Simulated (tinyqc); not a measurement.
Inside a calculation. Method: Hueckel theory of the pi electrons, for the molecule c1ccsc1 (SMILES; centres numbered as the heavy atoms are written). One step of it, computed by the program tinyqc.

Task: Energy, charges, bond orders. E = sum n x; q_r = z_r - P_rr; bond order p = P_rs; free valence = sqrt(3) - sum of p over the bonds of the atom.

x values: 1.947411  1.000000  0.618034  -0.947411  -1.618034

occupations: 2.000000  2.000000  2.000000  0.000000  0.000000

charge and bond-order matrix P, lower triangle:
```
           1C         2C         3C        4S        5C
1C   1.099007
2C   0.546220   1.099007
3C  -0.101769   0.792658   1.050885
4S  -0.230602  -0.230602   0.449078  1.700217
5C   0.792658  -0.101769  -0.396329  0.449078  1.050885
```

Centres:
```
centre  z_r, pi electrons of the neutral centre         h
1C                                            1  0.000000
2C                                            1  0.000000
3C                                            1  0.000000
4S                                            2  1.000000
5C                                            1  0.000000
```

Bonds:
```
i  j         k
1  2         1
2  3         1
3  4  0.650000
4  5  0.650000
5  1         1
```

Give: pi energy = 6 alpha + this times beta; pi charges; Bond orders and lengths from R = 1.517 - 0.180 p; free valence of the carbons; gap between the highest filled and the next level.

Result:

pi energy = 6 alpha + this times beta = 7.131

pi charges: 1C -0.099, 2C -0.099, 3C -0.051, 4S 0.300, 5C -0.051

Bond orders and lengths from R = 1.517 - 0.180 p (angstrom, C-C alone):
```
bond      p      R
1-2   0.546  1.419
2-3   0.793  1.374
3-4   0.449      -
4-5   0.449      -
5-1   0.793  1.374
```

free valence of the carbons: 1C 0.393, 2C 0.393, 3C 0.490, 5C 0.490

gap between the highest filled and the next level = 1.565 |beta|
